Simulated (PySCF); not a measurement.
Molecule: `C(C)CO`, C3H8O.

Cartesian coordinates in Å; atom numbers follow the order of the lines, from 1:
```xyz
12

C    -1.493    0.083    0.265
C    -0.186    0.088   -0.510
C     1.016   -0.283    0.343
O     2.214   -0.344   -0.383
H    -1.710   -0.917    0.675
H    -1.463    0.786    1.114
H    -2.343    0.369   -0.371
H    -0.235   -0.612   -1.360
H    -0.016    1.090   -0.948
H     1.090    0.416    1.203
H     0.865   -1.286    0.776
H     2.377    0.530   -0.753
```

Spin–spin couplings on one PBE0-D3(BJ)/def2-SVP geometry, PySCF 2.14, gas phase, non-relativistic, equivalent pairs averaged (without the spin–dipole term); isotopes ¹H, ¹³C; functional B3LYP.

Reference values (Hz): ³J(H10,H8) = 6.6 (measured; liquid or solution (compiled); DeVience et al., arXiv:2103.01289 (literature column, mostly SDBS)); ³J(H8,H5) = 7.6 (measured; liquid or solution (compiled); DeVience et al., arXiv:2103.01289 (literature column, mostly SDBS)); ¹J(C3,C2) = 37.8 (measured; liquid or solution; F. J. Weigert, PhD thesis, Caltech 1968 (Carbon-13 magnetic resonance spectroscopy)); ¹J(C2,C1) = 34.2 (measured; liquid or solution; F. J. Weigert, PhD thesis, Caltech 1968 (Carbon-13 magnetic resonance spectroscopy)).

Problem. How do the couplings (Hz) change with the basis set? Times are CPU seconds on shared hosts with different chips, so compare them loosely. Far from the basis limit: 6-31G*, pcJ-0, 6-31G-J, def2-TZVP, cc-pVTZ.

Solution. 
```
basis set  functions  ³J(H10,H8)  ³J(H8,H5)  ¹J(C3,C2)  ¹J(C2,C1)  mean abs. error  core-s
   6-31G*         72         6.4        6.7       50.9       48.1              7.0     1.8
    pcJ-0         76         7.3        7.5       26.3       26.8              4.9     1.8
  6-31G-J         80         8.0        8.3       35.9       36.2              1.5     2.2
def2-TZVP        172         6.8        7.1       35.5       34.5              0.8     5.8
    pcJ-1        188         8.0        8.4       37.1       36.3              1.2      12
  cc-pVTZ        232         6.8        7.1       27.8       25.7              4.8     8.9
```

Errors compare magnitudes, without vibrational corrections, and the largest couplings weigh most in the mean. Closest: def2-TZVP; furthest: 6-31G*.

The Fermi-contact term samples the wavefunction at the nucleus, which is why sets with added tight s functions (names with J) are made for couplings. Agreement of an ordinary basis with the reference is then largely a cancellation of errors.
